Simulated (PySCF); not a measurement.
## CH$_{3}$, SMILES `[CH3]` (charge 0, multiplicity 2)

Calculation: PBE-D3(BJ)/def2-TZVP // B3LYP-D3(BJ)/def2-TZVP run with PySCF.

```json
{
 "highest_occupied_spin_orbital": "-5.38 eV",
 "dipole_moment": "0.00 D",
 "total_energy": "-1082.71 eV",
 "cost": "around 12 core-seconds (rough)"
}
```

Bonds (Å): C1–H2 1.079, C1–H3 1.079, C1–H4 1.079. Angles (°): H2–C1–H3 120.0, H2–C1–H4 120.0, H3–C1–H4 120.0.
Charge 0, spin multiplicity 2.
